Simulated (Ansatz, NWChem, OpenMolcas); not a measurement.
## How methods differ on CS (carbon monosulfide)

CS: 2 atoms, total charge 0, spin state singlet. SMILES: `[C-]#[S+]`. Geometry: the measured bond length.

```xyz
2

C     0.0000    0.0000    0.0000
S     0.0000    0.0000    1.5349
```

Quantity: the HOMO–LUMO gap, in eV. The values are calculated.

```json
{"level": "HF/cc-pVTZ", "kind": "Hartree–Fock", "program": "Ansatz", "value (eV)": "14.24", "CPU time": "0.57 s"}
{"level": "SVWN5/cc-pVTZ", "kind": "LDA", "program": "OpenMolcas", "value (eV)": "3.88", "CPU time": "5.7 s"}
{"level": "revPBE/cc-pVTZ", "kind": "GGA", "program": "OpenMolcas", "value (eV)": "4.05", "CPU time": "7.7 s"}
{"level": "r2SCAN/cc-pVTZ", "kind": "meta-GGA", "program": "OpenMolcas", "value (eV)": "4.54", "CPU time": "10 s"}
{"level": "mPWPW91/cc-pVTZ", "kind": "density functional", "program": "NWChem", "value (eV)": "4.04", "CPU time": "51 s"}
{"level": "M06-2X/cc-pVTZ", "kind": "hybrid meta-GGA", "program": "OpenMolcas", "value (eV)": "8.96", "CPU time": "9.3 s"}
{"level": "HSE06/cc-pVTZ", "kind": "range-separated hybrid", "program": "Ansatz", "value (eV)": "5.79", "CPU time": "1.8 s"}
{"level": "B2PLYP/cc-pVTZ", "kind": "double hybrid", "program": "Ansatz", "value (eV)": "9.55", "CPU time": "2.2 s"}
```

The values span 3.88 to 14.24 eV. Orbital gaps aren't excitation energies, and those of double hybrids come from the SCF part alone; they tend to grow with the share of exact exchange. CPU times are rough (shared hosts, several kinds of processor): they show what a rung costs within a factor of a few.
